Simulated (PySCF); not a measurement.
# A complex of hydrogen chloride and thioformaldehyde

A gas-phase complex of hydrogen chloride and thioformaldehyde; neutral, singlet. The structure comes from a short search (a few tight-binding starts) and was relaxed by PBE0-D3(BJ)/def2-SVPD; another way of binding may lie lower. No frequency run checks that it is a minimum.

```csv
part,name,SMILES,atoms,charge,multiplicity
1,hydrogen chloride,Cl,1–2,0,1
2,thioformaldehyde,C=S,3–6,0,1
```

```xyz
6

Cl   -0.247    0.655    0.579
H    -0.746   -0.560    0.765
C    -2.420   -1.271    2.704
S    -1.843   -2.251    1.563
H    -3.106   -1.632    3.480
H    -2.143   -0.207    2.741
```
(Å; atoms numbered from 1)

| contact | kind (by geometry) | distance (Å) | angle (°) |
| --- | --- | --- | --- |
| H2···S4 | hydrogen bond | 2.168 | 163 |

Interaction energies are complex less parts, with the parts frozen as they stand in it; counterpoise-corrected, in kcal/mol (PySCF). The CCSD(T) estimate is Hartree-Fock/aug-cc-pVTZ, plus the MP2 correlation part extrapolated as X⁻³ from aug-cc-pVDZ and aug-cc-pVTZ, plus CCSD(T) less MP2 in aug-cc-pVDZ; noble-gas cores are frozen. It isn't the exact limit.

Question: Give the interaction energy at each level run.

Answer: 
```json
{"level": "Hartree-Fock/aug-cc-pVTZ", "interaction": "-0.81", "superposition error removed": "-"}
{"level": "MP2/aug-cc-pVTZ", "interaction": "-5.64", "superposition error removed": "-0.82"}
{"level": "CCSD(T), estimated basis limit", "interaction": "-5.12", "superposition error removed": "-"}
```

Question: What holds them together? Decompose the MP2/aug-cc-pVTZ energy: frozen parts, their antisymmetrised product, then relaxation.

Answer: electrostatic -10.9, Pauli repulsion +18.2, orbital relaxation -8.2, correlation -5.6 kcal/mol, which sum to the value before the counterpoise correction, the first three by Hartree-Fock. Of the attraction, 44 % is electrostatic, 33 % is orbital relaxation, 23 % is correlation.
